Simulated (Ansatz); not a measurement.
SiEtH3 (C₂H₈Si). Total charge 0; triplet. Geometry r2SCAN-D4/def2-TZVP, that of the neutral singlet; atoms count from 1.

```xyz
11

Si   -0.205   -0.755    1.243
C    -0.514   -0.099   -0.489
C     0.573    0.865   -0.972
H    -1.493    0.393   -0.502
H    -0.596   -0.954   -1.170
H     0.372    1.223   -1.985
H     0.644    1.741   -0.321
H     1.556    0.386   -0.982
H    -0.079    0.373    2.205
H     1.061   -1.536    1.281
H    -1.317   -1.637    1.692
```

At PBE0-D4/def2-TZVP a singlet of charge 0 lies 7.51 eV below the triplet at the same geometry.

Question: Estimate the Mulliken populations from the PBE0/def2-TZVP orbitals of Ansatz.

Answer: 
| atom | charge (e) | spin (α − β) |
| --- | --- | --- |
| Si1 | -0.62 | 1.29 |
| C2 | 0.50 | -0.10 |
| C3 | -0.23 | -0.10 |
| H4 | -0.04 | 0.26 |
| H5 | -0.04 | 0.26 |
| H6 | 0.13 | 0.15 |
| H7 | 0.09 | 0.09 |
| H8 | 0.09 | 0.09 |
| H9 | 0.04 | 0.02 |
| H10 | 0.04 | 0.02 |
| H11 | 0.04 | 0.03 |
Mulliken values depend strongly on the basis.

Question: Where does the spin sit?

Answer: Summed by element: Si 1.29, C -0.20, H 0.92, of 2 unpaired in all. Largest on single atoms: Si1 1.29, H4 0.26, H5 0.26.

Question: And the Mayer bond orders between heavy atoms (over 0.3)?

Answer: C2–C3 1.22 (1.53 Å).
